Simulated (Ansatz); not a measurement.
**1T (CdI2-type) ZrSe₂**

Method: PBE-D3(BJ) in Ansatz (PAW).

Cell: relaxed at this level.

```json
{
 "interlayer_binding_energy": "28.7 meV/Å²",
 "layer_repeat_distance": "6.031 Å",
 "gap_between_the_layers": "2.833 Å"
}
```

Computed values are for the static lattice.

Ansatz is a program for electronic structure.
